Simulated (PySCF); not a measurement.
System: C$_{3}$H$_{2}$N (charge 0, doublet). It need not be the lowest isomer of its formula. 
Geometry from a B3LYP-D3(BJ)/def2-TZVP (Ansatz) optimisation:
```xyz
6

C     -0.1219    -1.6907     0.0222
C      0.5422    -0.5603     0.0115
C     -0.0782     0.7252    -0.0104
H      0.1085    -2.7434     0.0381
H      1.6343    -0.5565     0.0193
N     -0.5422     1.7793    -0.0281
```
Charge 0, spin multiplicity 2.

Dispersion corrections to the total energy (kcal/mol) from the dftd3 and dftd4 libraries through PySCF: D3(BJ) without and D4 with the three-body term, each with the damping fitted for the functional named.

```json
[
 {"functional": "PBE", "D3(BJ)": "[?]", "D4": "-2.06"},
 {"functional": "HSE06", "D3(BJ)": "-1.41", "D4": "[?]"},
 {"functional": "B2PLYP", "D3(BJ)": "[?]", "D4": "-1.43"},
 {"functional": "CAM-B3LYP", "D3(BJ)": "-1.69", "D4": "-1.71"},
 {"functional": "PW6B95", "D3(BJ)": "-1.07", "D4": "-1.85"},
 {"functional": "HF", "D3(BJ)": "-20.80", "D4": "-8.12"},
 {"functional": "BHLYP", "D3(BJ)": "-3.05", "D4": "-2.32"}
]
```

**Question.** What belongs in the gaps?

**Answer.** 
- PBE, D3(BJ): -2.27
- HSE06, D4: -1.58
- B2PLYP, D3(BJ): -1.79
